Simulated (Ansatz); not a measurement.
Input file for Ansatz (an electronic-structure program): U-CCSD(T)/aug-cc-pVTZ on C2H (SMILES [C]#C), 2S+1 = 2, atoms moved off the minimum.

Ansatz 0.2 input:
```yaml
crystal:
  periodic: [false, false, false]
  atoms:
    - {symbol: C, position_ang: [0.04944051, 0.11677997, -0.71628886]}
    - {symbol: C, position_ang: [0.05558806, -0.03334314, 0.50910080]}
    - {symbol: H, position_ang: [0.05368484, -0.02897133, 1.51617794]}
basis:
  gaussian:
    orbitals: aug-cc-pVTZ
magnetization: {spin_polarized: true, initial_magnetization: 1}
correlation: {method: ccsd_t, electrons: outside_noble_gas}
scf: {omitted_lower_state_checks: [cluster_reference]}
output: {forces: true}
```

The head of its log:

```
WARN ansatz: RAYON_NUM_THREADS=1 ignored (pool sized by the plan → 1); use --threads N
Functional definition: HF
these checks for a lower state are left out or cut short: cluster_reference
integrals: 0.26 GiB planned
677 factors; integrals over basis functions are off by at most 8.6e-4 eV
mean field: 0.22 GiB planned
mean field evaluation 1: about -2070.5245 eV, gradient 1.6e1 eV
mean field evaluation 2: about -2070.5258 eV, gradient 1.6e1 eV
mean field evaluation 4: about -2072.2467 eV, gradient 3.5e0 eV
mean field evaluation 8: about -2072.4879 eV, gradient 1.0e0 eV
mean field evaluation 16: about -2072.8151 eV, gradient 1.7e-6 eV
mean field evaluation 32: about -2072.5112 eV, gradient 2.2e-1 eV
mean field -2072.81513457 eV, -76.1745511910 hartree, gradient 4.5e-6 eV, S^2 1.235475; 3 other end points of the search recorded, 0 dependent functions left out
2 core orbitals not correlated
reference -2072.81513457 eV, -76.1745511910 hartree; 5, 4 occupied and 108, 109 virtual orbitals, 677 factors
too little memory for Intel AMX tiles; the run may be slower
densities: 1.57 GiB planned
```

Q: Predict the final total energy.

A: -76.4677 hartree (reference determinant -76.1746, T1 diagnostic 0.074). Its determinant has ⟨S²⟩ = 1.24, a mixture of spin states.
